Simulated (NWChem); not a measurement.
# dimethyl ether (C$_{2}$H$_{6}$O); SMILES COC

```xyz
9

C      1.1611     0.0000     0.1881
O      0.0000     0.0000    -0.5778
C     -1.1611     0.0000     0.1881
H      1.2330    -0.8952     0.8395
H      1.2330     0.8952     0.8395
H      2.0215     0.0000    -0.4963
H     -1.2330    -0.8952     0.8395
H     -2.0215     0.0000    -0.4963
H     -1.2330     0.8952     0.8395
```
Atoms are numbered in this order, from 1.

Computed with NWChem. Geometry: optimised at PBE0/def2-SVP. B3LYP is NWChem's, with the RPA form of VWN correlation. Vertical excitations in the gas phase; the lowest state need not have the same character in each row.

```csv
level,"lowest excitation, singlet (eV)",oscillator strength of that lowest state,orbital gap (eV)
"PBE/def2-SVP, full TDDFT",6.78,0.060,6.68
"B3LYP/def2-SVP, full TDDFT",7.49,0.073,8.58
"Hartree-Fock/def2-SVP, TDHF",10.17,0.164,16.29
"CAM-B3LYP/def2-SVP, full TDDFT",[?],[?],[?]
```

Problem. What belongs in the gaps?

Solution. 
- CAM-B3LYP/def2-SVP, full TDDFT, lowest excitation, singlet (eV): 7.94
- CAM-B3LYP/def2-SVP, full TDDFT, oscillator strength of that lowest state: 0.081
- CAM-B3LYP/def2-SVP, full TDDFT, orbital gap (eV): 11.49
